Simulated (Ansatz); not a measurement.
A structure relaxed at PBE0-D4/def2-TZVP, charge 0, multiplicity 1:

```xyz
7

F     1.783   -0.199    0.244
C     0.479   -0.268    0.517
O    -0.192    0.986    0.586
C    -0.485    0.168   -0.468
F    -0.119    0.584   -1.669
F    -1.724   -0.300   -0.524
H     0.257   -0.971    1.314
```

(1) Give its formula and SMILES.

(2) Summarise the bond lengths by kind.

Results:

(1) C2HF3O, `FC1OC1(F)F`.

(2) 3 × C–F 1.322 to 1.334 Å; 2 × C–O 1.366 to 1.424 Å; 1 × C–C 1.445 Å; 1 × C–H 1.086 Å.

All numbers were calculated with Ansatz.
